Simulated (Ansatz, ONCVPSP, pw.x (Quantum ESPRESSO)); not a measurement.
# What a changed setting does to a pw.x run (diamond Si)

Potential: optimised norm-conserving Vanderbilt (ONCV), ONCVPSP 4.0.1.1 (patched build), PBE; core [Ne], reference 3s1 3p3; waves: 3s: rc 1.70 bohr, ncon 3, nbas 6, qcut 4 1/bohr, 2 projectors, debl 2.7 Ha; 3p: rc 2.74 bohr, ncon 5, nbas 9, qcut 4.4 1/bohr, 2 projectors, debl 0.9 Ha; d scattering state at 0.1 Ha: rc 2.05 bohr, ncon 3, nbas 7, qcut 5.1 1/bohr, 3 projectors, debl 1.4 Ha; local part: polynomial inside 1.25 bohr (lpopt 5, dvloc0 -1 Ha); core correction: Teter function fitted to the true core (icmod 2), fcfact 0.2.

The reference run (k-mesh 8³, cutoffs 55/220 Ry, Fermi–Dirac 0.01 Ry, mixing_beta 0.4, conv_thr 1e-9, no spin) gives -0.42 GPa at 20.463 Å³/atom, where all-electron LAPW gives -0.05 GPa. This run, with its own iteration cap, changes ecutrho/ecutwfc to 3.

```
&control
  calculation='scf', prefix='x', pseudo_dir='./', outdir='./tmp', tstress=.true., disk_io='none'
/
&system
  ibrav=0, nat=2, ntyp=1, ecutwfc=55, ecutrho=165, nbnd=11,
  occupations='smearing', smearing='fd', degauss=0.01
/
&electrons
  conv_thr=1e-09, mixing_beta=0.4, electron_maxstep=60
/
ATOMIC_SPECIES
Si 1.0 Si.UPF
CELL_PARAMETERS angstrom
  0.00000000 2.73520428 2.73520428
  2.73520428 0.00000000 2.73520428
  2.73520428 2.73520428 0.00000000
ATOMIC_POSITIONS crystal
Si 0.0000 0.0000 0.0000
Si 0.2500 0.2500 0.2500
K_POINTS automatic
8 8 8 0 0 0
```

```bash
pw.x < Si.scf.in > Si.scf.out
```

Task: How does the run end?

Result: It converges in 7 iterations; the free energy moves by +0.0 meV/atom and the pressure by +0.00 GPa. Below 4 the density is truncated and F is no longer variational, so a small shift in one case is no licence.

```
Message from routine set_cutoff:
     ecutrho < 4*ecutwfc, are you sure?
     Message from routine setup:
     using ibrav=0 with symmetry is DISCOURAGED, use correct ibrav instead
     lattice parameter (alat)  =       7.3098  a.u.
     unit-cell volume          =     276.1823 (a.u.)^3
     number of electrons       =         8.00
     number of Kohn-Sham states=           11
     kinetic-energy cutoff     =      55.0000  Ry
     charge density cutoff     =     165.0000  Ry
     scf convergence threshold =      1.0E-09
     Exchange-correlation= PBE
     number of k points=    29  Fermi-Dirac smearing, width (Ry)=  0.0100
     iteration #  1     ecut=    55.00 Ry     beta= 0.40
     total energy              =     -18.12274648 Ry
     estimated scf accuracy    <       0.10484054 Ry
     iteration #  2     ecut=    55.00 Ry     beta= 0.40
     total energy              =     -18.11633458 Ry
     estimated scf accuracy    <       0.02612017 Ry
     iteration #  3     ecut=    55.00 Ry     beta= 0.40
     total energy              =     -18.11837063 Ry
     estimated scf accuracy    <       0.00020491 Ry
     iteration #  4     ecut=    55.00 Ry     beta= 0.40
     c_bands:  1 eigenvalues not converged
     total energy              =     -18.11841118 Ry
     estimated scf accuracy    <       0.00001186 Ry
     iteration #  5     ecut=    55.00 Ry     beta= 0.40
     total energy              =     -18.11841237 Ry
     estimated scf accuracy    <       0.00000049 Ry
     iteration #  6     ecut=    55.00 Ry     beta= 0.40
     total energy              =     -18.11841242 Ry
     estimated scf accuracy    <       0.00000003 Ry
     iteration #  7     ecut=    55.00 Ry     beta= 0.40
     the Fermi energy is     6.2655 ev
!    total energy              =     -18.11841242 Ry
     estimated scf accuracy    <          2.4E-10 Ry
     smearing contrib. (-TS)   =      -0.00027354 Ry
     The total energy is F=E-TS. E is the sum of the following terms:
     one-electron contribution =       4.81304999 Ry
     hartree contribution      =       1.11966003 Ry
     xc contribution           =      -7.37599478 Ry
     ewald contribution        =     -16.67485412 Ry
     convergence has been achieved in   7 iterations
          total   stress  (Ry/bohr**3)                   (kbar)     P=       -4.15
     Message from routine punch:
     Nothing written, as per user request (disk_io='none')
```

The run took about 9.2 s on one core of a shared host (Neoverse-N1, 64 threads, 124 GiB, load 54).
